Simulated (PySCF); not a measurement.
Species: C₅H₇F.
Numbering: `[CH2:1]=[C:2]([CH3:3])/[CH:4]=[CH:5]\[F:6]` (hydrogens: H7, H8 on C1; H9, H10, H11 on C3; H12 on C4; H13 on C5)

The same species was optimised twice, with GFN2-xTB and with PBE0-D3(BJ)/def2-SVP (PySCF), and the same property calculations (PySCF, gas phase) were run on both structures.

```tsv
coordinate	GFN2-xTB	PBE0-D3(BJ)/def2-SVP	change
C1=C2 (Å)	1.333	1.345	+0.012
C5–F6 (Å)	1.343	1.332	-0.011
C4=C5 (Å)	1.328	1.337	+0.009
C2–C4 (Å)	1.456	1.463	+0.007
C2–C3 (Å)	1.497	1.502	+0.005
C3–C2–C4 (°)	118.7	119.6	+0.9
C4–C5–F6 (°)	124.8	124.3	-0.5
C1–C2–C3 (°)	121.8	121.4	-0.4
C1–C2–C4 (°)	119.4	119.0	-0.4
C2–C4–C5 (°)	128.7	129.0	+0.3
C1–C2–C4–C5 (°)	180	180	0
```

Rotational constants: A = 7189, B = 2522, C = 1889 MHz (GFN2-xTB) against A = 7089, B = 2498, C = 1868 MHz (PBE0-D3(BJ)/def2-SVP). Point groups within 0.08 Å: Cs and Cs. Atoms that the bonding makes alike are paired by their places after alignment.

On the GFN2-xTB structure: HOMO (eV) -6.64 [PBE0/pcSseg-1]; LUMO (eV) -0.66 [PBE0/pcSseg-1]; dipole (D) 0.97 [PBE0/pcSseg-1]; GIAO shielding of C1 (ppm) 64.7 [PBE0/pcSseg-1]; GIAO shielding of C2 (ppm) 38.8 [PBE0/pcSseg-1]; GIAO shielding of C3 (ppm) 161.7 [PBE0/pcSseg-1]; GIAO shielding of C4 (ppm) 66.5 [PBE0/pcSseg-1]; GIAO shielding of C5 (ppm) 29.3 [PBE0/pcSseg-1]; GIAO shielding of F6 (ppm) 291.1 [PBE0/pcSseg-1].

Problem. What do these properties become on the PBE0-D3(BJ)/def2-SVP structure?

Solution. 
| property | level | on GFN2-xTB | on PBE0-D3(BJ)/def2-SVP | change |
| --- | --- | --- | --- | --- |
| HOMO (eV) | PBE0/pcSseg-1 | -6.64 | -6.59 | +0.05 |
| LUMO (eV) | PBE0/pcSseg-1 | -0.66 | -0.70 | -0.04 |
| dipole (D) | PBE0/pcSseg-1 | 0.97 | 0.90 | -0.07 |
| energy, GFN2-xTB geometry as zero (kcal/mol) | PBE0/pcSseg-1 | 0.0 | -0.3 | -0.3 |
| GIAO shielding of C1 (ppm) | PBE0/pcSseg-1 | 64.7 | 61.0 | -3.7 |
| GIAO shielding of C2 (ppm) | PBE0/pcSseg-1 | 38.8 | 36.9 | -1.9 |
| GIAO shielding of C3 (ppm) | PBE0/pcSseg-1 | 161.7 | 159.9 | -1.8 |
| GIAO shielding of C4 (ppm) | PBE0/pcSseg-1 | 66.5 | 64.7 | -1.8 |
| GIAO shielding of C5 (ppm) | PBE0/pcSseg-1 | 29.3 | 28.8 | -0.5 |
| GIAO shielding of F6 (ppm) | PBE0/pcSseg-1 | 291.1 | 290.5 | -0.6 |

The heavy atoms differ by 0.014 Å rms after alignment. Among bonds between heavy atoms C1=C2 and C5–F6 change most and about equally (-0.011 to +0.012 Å). Changes are differences of the printed values. Neither structure is proved a minimum here.

Conformer computed: `[CH2:1]=[C:2]([CH3:3])/[CH:4]=[CH:5]\[F:6]`: C1–C2–C4–C5 180°.
